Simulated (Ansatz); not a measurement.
`O=BF` and `O=BO` differ in one atom or group.

Ansatz, PBE0-D4/def2-TZVP geometries, multiplicity 1. Each molecule was computed in one conformer, which needn't be the lowest.

| property | `O=BF` |
| --- | --- |
| HOMO energy (ωB97M-V/def2-TZVPP) / eV | -12.72 |
| HOMO–LUMO gap (ωB97M-V/def2-TZVPP) / eV | 13.63 |
| HOMO energy (PBE0/def2-TZVPP) / eV | -10.29 |
| ideal-gas entropy at 298 K and 1 bar (rigid rotor, harmonic PBE0-D4/def2-TZVP) / J/(mol·K) | 224 |
| LUMO energy (B3LYP/def2-TZVPP) / eV | -0.87 |
| HOMO energy (PBE/def2-TZVPP) / eV | -8.66 |

Q: What does the change do to each property? (Estimate.)

A: Ansatz gave: 
```
                                                                                  property  `O=BO`  shift
                                                     HOMO energy (ωB97M-V/def2-TZVPP) / eV  -11.81   0.91
                                                   HOMO–LUMO gap (ωB97M-V/def2-TZVPP) / eV   12.75  -0.88
                                                        HOMO energy (PBE0/def2-TZVPP) / eV   -9.39   0.90
ideal-gas entropy at 298 K and 1 bar (rigid rotor, harmonic PBE0-D4/def2-TZVP) / J/(mol·K)     243     19
                                                       LUMO energy (B3LYP/def2-TZVPP) / eV   -0.88  -0.01
                                                         HOMO energy (PBE/def2-TZVPP) / eV   -7.77   0.89
```

The zero-point energy changes by 28.5 kJ/mol with +2 modes.

B3LYP here is the variant with VWN-RPA as its local correlation; programs differ in this.
